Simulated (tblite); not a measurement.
C4H9O2 (doublet state).
SMILES with atom numbers: `[CH3:1][O:2][CH2:3][CH2:4][CH2:5][O:6]` (hydrogens: H7, H8, H9 on C1; H10, H11 on C3; H12, H13 on C4; H14, H15 on C5)

Computed with GFN2-xTB (tblite), gas phase: L-BFGS steps from a force-field or distance-geometry start until the largest atomic force falls under 0.01 eV/Å.

Step 11: E = -576.2381 eV
```
atom  x, y, z in Å  |  force x, y, z in eV/Å
C1     -2.5596    0.2484    0.1064    0.049  -0.011  -0.013
O2     -1.2528    0.6320    0.4426   -0.030   0.044   0.000
C3     -0.2429   -0.1441   -0.1548   -0.099   0.054   0.023
C4      1.0933    0.4154    0.3274   -0.029  -0.037  -0.067
C5      2.2472   -0.3752   -0.2963    0.083   0.090  -0.007
O6      2.3126   -1.6510   -0.0162    0.002  -0.048  -0.013
H7     -3.2209    0.8996    0.6737   -0.033  -0.005  -0.007
H8     -2.7550    0.3731   -0.9658    0.018  -0.017  -0.013
H9     -2.7447   -0.7962    0.3814   -0.033  -0.024  -0.012
H10    -0.3136   -0.0977   -1.2574   -0.021   0.002   0.093
H11    -0.3310   -1.1979    0.1517    0.049   0.009  -0.048
H12     1.1119    0.3264    1.4121    0.067  -0.023   0.061
H13     1.1550    1.4712    0.0671    0.034   0.018  -0.044
H14     3.2144    0.1126   -0.0038   -0.008  -0.023   0.011
H15     2.2816   -0.2085   -1.4069   -0.049  -0.029   0.037
```

Step 12: E = -576.2396 eV
```
atom  x, y, z in Å  |  force x, y, z in eV/Å
C1     -2.5611    0.2464    0.1062    0.020   0.004  -0.012
O2     -1.2560    0.6327    0.4459   -0.026   0.036   0.000
C3     -0.2447   -0.1411   -0.1522   -0.073   0.036   0.020
C4      1.0942    0.4145    0.3255   -0.014   0.001  -0.016
C5      2.2502   -0.3738   -0.2948    0.061   0.024  -0.016
O6      2.3145   -1.6514   -0.0196   -0.001  -0.056   0.000
H7     -3.2261    0.8977    0.6690   -0.026  -0.004   0.012
H8     -2.7560    0.3728   -0.9658    0.034  -0.030  -0.024
H9     -2.7494   -0.7983    0.3805   -0.011  -0.008  -0.015
H10    -0.3153   -0.0936   -1.2534   -0.034  -0.001   0.053
H11    -0.3310   -1.1946    0.1536    0.039  -0.010  -0.047
H12     1.1151    0.3276    1.4098    0.062  -0.031   0.087
H13     1.1609    1.4695    0.0669    0.019   0.051  -0.062
H14     3.2191    0.1110   -0.0055   -0.012  -0.004   0.012
H15     2.2813   -0.2113   -1.4049   -0.039  -0.007   0.007
```

Step 13: E = -576.2405 eV
```
atom  x, y, z in Å  |  force x, y, z in eV/Å
C1     -2.5619    0.2453    0.1059   -0.015   0.012  -0.008
O2     -1.2585    0.6340    0.4479   -0.020   0.020   0.008
C3     -0.2468   -0.1387   -0.1501   -0.018   0.016   0.021
C4      1.0944    0.4140    0.3244    0.009   0.032   0.033
C5      2.2527   -0.3728   -0.2941    0.013  -0.034  -0.010
O6      2.3157   -1.6521   -0.0218   -0.001  -0.037   0.003
H7     -3.2296    0.8964    0.6663   -0.020  -0.008   0.015
H8     -2.7559    0.3721   -0.9663    0.041  -0.034  -0.027
H9     -2.7524   -0.7997    0.3797    0.007   0.006  -0.016
H10    -0.3171   -0.0912   -1.2501   -0.044   0.005   0.012
H11    -0.3302   -1.1928    0.1537    0.022  -0.015  -0.034
H12     1.1183    0.3278    1.4096    0.053  -0.027   0.064
H13     1.1647    1.4691    0.0656    0.007   0.047  -0.059
H14     3.2218    0.1100   -0.0062   -0.005   0.010   0.014
H15     2.2803   -0.2132   -1.4036   -0.028   0.006  -0.016
```

Step 14: E = -576.2412 eV
```
atom  x, y, z in Å  |  force x, y, z in eV/Å
C1     -2.5627    0.2448    0.1056   -0.037   0.014  -0.005
O2     -1.2607    0.6354    0.4495   -0.011   0.002   0.016
C3     -0.2487   -0.1366   -0.1481    0.032   0.002   0.019
C4      1.0948    0.4143    0.3243    0.026   0.042   0.058
C5      2.2546   -0.3727   -0.2937   -0.032  -0.063   0.000
O6      2.3165   -1.6533   -0.0233   -0.003  -0.009   0.002
H7     -3.2324    0.8953    0.6648   -0.016  -0.010   0.009
H8     -2.7549    0.3708   -0.9672    0.040  -0.031  -0.025
H9     -2.7544   -0.8005    0.3788    0.019   0.015  -0.014
H10    -0.3192   -0.0895   -1.2473   -0.045   0.013  -0.014
H11    -0.3291   -1.1918    0.1530    0.006  -0.010  -0.018
H12     1.1216    0.3274    1.4106    0.042  -0.012   0.025
H13     1.1675    1.4696    0.0636   -0.001   0.023  -0.041
H14     3.2236    0.1095   -0.0064   -0.003   0.014   0.011
H15     2.2791   -0.2145   -1.4029   -0.018   0.010  -0.024
```

**Question.** Estimate the geometry and energy of step 15. (The exact step hangs on the optimiser's Hessian estimate; all steps are aligned on step 14, rigid shifts and turns removed.)

**Answer.** E = -576.2419 eV, largest force 0.082 eV/Å
```
atom  x, y, z in Å  |  force x, y, z in eV/Å
C1     -2.5640    0.2445    0.1051   -0.036   0.011  -0.003
O2     -1.2629    0.6366    0.4512    0.001  -0.017   0.022
C3     -0.2499   -0.1345   -0.1459    0.059  -0.006   0.013
C4      1.0956    0.4153    0.3251    0.031   0.033   0.056
C5      2.2559   -0.3736   -0.2934   -0.058  -0.058   0.004
O6      2.3172   -1.6548   -0.0246   -0.007   0.014   0.004
H7     -3.2355    0.8941    0.6636   -0.013  -0.011  -0.001
H8     -2.7532    0.3690   -0.9685    0.034  -0.023  -0.019
H9     -2.7559   -0.8010    0.3776    0.025   0.017  -0.010
H10    -0.3221   -0.0876   -1.2450   -0.036   0.022  -0.021
H11    -0.3280   -1.1911    0.1520   -0.004   0.002  -0.002
H12     1.1255    0.3268    1.4123    0.031   0.007  -0.011
H13     1.1702    1.4705    0.0609   -0.004  -0.007  -0.014
H14     3.2251    0.1092   -0.0065   -0.012   0.006   0.004
H15     2.2777   -0.2154   -1.4028   -0.011   0.011  -0.020
```

The energy changes by -0.0006 eV. The first-order estimate −F·Δx gives -0.0009 eV and the mean of the old and new forces, exact on a quadratic surface, -0.0007 eV. The step makes an angle of 59° with the force vector and moves no atom by more than 0.004 Å.

What follows is the cost of the whole relaxation. Hardware: one thread, Intel Xeon at 2.50 GHz (x86_64), shared host. Cost: 0.53 s wall.
